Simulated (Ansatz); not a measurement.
System: pyrite RuS2. Method: PBEsol+SOC (plane waves, PAW; Ansatz, a first-principles code).

Numerical settings: plane-wave cutoff 520 eV, 6×6×6 k mesh, Fermi–Dirac smearing 0.01 eV, PAW data made under PBE.

Cell (measured lattice):

Space group Pa-3 (No. 205); a = b = c = 5.610 Å, α = β = γ = 90.00°

| atom | site | symmetry | x | y | z |
|---|---|---|---|---|---|
| Ru | 4a | .-3. | 0.0000 | 0.0000 | 0.0000 |
| S | 8c | .3. | 0.3862 | 0.3862 | 0.3862 |

Task: Estimate the band gap and smallest direct gap on the k points sampled that the calculation returns.

Result: 
- band gap = 0.47 eV (indirect)
- smallest direct gap on the k points sampled = 0.71 eV

Note: cell and atoms aren't relaxed at this level (pressure -3.0 GPa).

Static lattice: no zero-point or thermal effects.

The result took roughly 20 core-minutes.
